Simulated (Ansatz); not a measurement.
```yaml
crystal:
  periodic: [false, false, false]
  atoms:
    - {symbol: Nb, position_ang: [0.000000, 0.000000, 0.000000]}
    - {symbol: S, position_ang: [0.000000, 0.000000, 2.500000]}
basis:
  gaussian: {orbitals: def2-TZVP}
magnetization: {spin_polarized: true, initial_magnetization: 3}
hamiltonian: {xc: pbe0}
relax: {f_tol: 0.004, max_steps: 80}
```

```sh
$ ansatz run in.yaml --threads 1 --pin off --events-out ev --progress --plain --max-ram 2176MiB
```

Steps of the relaxation (energy above the last step; positions in Å, forces in eV/Å):

```
2
step 1, 1146.3 meV
Nb    0.000    0.000    0.000    0.000    0.000    4.476
S     0.000    0.000    2.500    0.000    0.000   -4.476
```

```
2
step 2, 2.1 meV
Nb    0.000    0.000    0.195    0.000    0.000   -0.343
S     0.000    0.000    2.305    0.000    0.000    0.343
```

```
2
step 3, 0.6 meV
Nb    0.000    0.000    0.186    0.000    0.000    0.177
S     0.000    0.000    2.314    0.000    0.000   -0.177
```

```
2
step 4, 0.0 meV
Nb    0.000    0.000    0.189    0.000    0.000    0.004
S     0.000    0.000    2.311    0.000    0.000   -0.004
```

```
2
step 5, 0.0 meV
Nb    0.000    0.000    0.189    0.000    0.000    0.000
S     0.000    0.000    2.311    0.000    0.000    0.000
```

Close pairs at the end: Nb1–S2 2.122 Å.

A stationary point of unrestricted PBE0 after 5 steps, with ⟨S²⟩ = 3.824 against 3.75 for a pure state. 29 s on 1 thread of Intel Xeon Platinum 8259CL, shared host.
